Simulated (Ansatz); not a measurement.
# AlSiH₃+ (doublet): wave-function methods side by side, cc-pVDZ

Aim: climb from Hartree-Fock through coupled cluster for AlSiH₃+ (doublet) at one geometry and basis, and see what each rung misses.

The runs use Ansatz 0.2.0, Gaussian basis; cc-pVDZ, core rule «outside noble gas», up to 10 orbitals frozen.

Plan: UHF; CCSD(T) on ROHF; CCSD(T) on UHF; BCCD(T) on ROHF; CISD; CCSDT(Q) on ROHF; CCSDT(Q) on UHF.

32 further runs of the same task are left out: 6 for a known fault of the program, 11 that didn't finish, 15 set aside as unsound or not needed.

### 1 The geometry

The geometry is a PBE0/def2-TZVP stationary point (not a proven minimum) of the parent state, kept for this charge and spin.

5 atoms, charge 1, spin multiplicity 2.

Atoms are counted from 1 here; the program's logs count them from 0.

Bond lengths: Si1–Al2 2.389 Å, Si1–H3 1.498 Å, Al2–H4 1.587 Å, Al2–H5 1.583 Å. Angles: Al2–Si1–H3 124.9°, Si1–Al2–H4 119.4°, Si1–Al2–H5 117.5°, H4–Al2–H5 123.1°.

### 2 UHF

The input, in.yaml:

```yaml
crystal:
  periodic: [false, false, false]
  atoms:
    - {symbol: Si, position_ang: [0.000000, -0.088069, 1.200716]}
    - {symbol: Al, position_ang: [0.000000, 0.045214, -1.184371]}
    - {symbol: H, position_ang: [0.000000, 1.090439, 2.125646]}
    - {symbol: H, position_ang: [0.000000, 1.468638, -1.885604]}
    - {symbol: H, position_ang: [0.000000, -1.315430, -1.992670]}
basis:
  gaussian: {orbitals: cc-pVDZ}
total_charge: 1
magnetization: {spin_polarized: true, initial_magnetization: 1}
hamiltonian: {xc: hf}
output: {orbitals: {seedname: orbitals}}
```

Launch:

```console
> ansatz run in.yaml --threads 1 --pin off --events-out ev --progress --plain --max-ram 2393MiB
```

After this run come: CCSD(T) on ROHF; CCSD(T) on UHF; BCCD(T) on ROHF; CISD; CCSDT(Q) on ROHF; CCSDT(Q) on UHF.

Before running them: what should the planned runs give, taken together? Wanted: UCCSDT(Q) below the RHF energy; RMP2 from UCCSDT(Q); UMP2 from UCCSDT(Q); RCCSD from UCCSDT(Q); RCCSD(T) from UCCSDT(Q); UCCSD(T) from UCCSDT(Q); RCCSDT(Q) from UCCSDT(Q); T1 diagnostic.

The runs gave:

```
                         quantity                                                   value
   UCCSDT(Q) below the RHF energy                                              -4.4646 eV
              RMP2 from UCCSDT(Q)                                           +114.0 kJ/mol
              UMP2 from UCCSDT(Q)                                           +113.3 kJ/mol
             RCCSD from UCCSDT(Q)                                            +11.5 kJ/mol
          RCCSD(T) from UCCSDT(Q)                                             +3.0 kJ/mol
          UCCSD(T) from UCCSDT(Q)                                             +3.0 kJ/mol
         RCCSDT(Q) from UCCSDT(Q)                                              0.0 kJ/mol
levels within 1 kcal/mol (43 meV)  RCCSD(T), UCCSD(T), BCCD(T), RCCSDT, UCCSDT, RCCSDT(Q)
                    T1 diagnostic                                                   0.025
```

RCCSD(T) lands +3.0 kJ/mol from the yardstick (0.7 % of the correlation energy). These misses are within one basis, not against nature; the frozen cores of restricted and unrestricted runs differ, which can shift their rows.
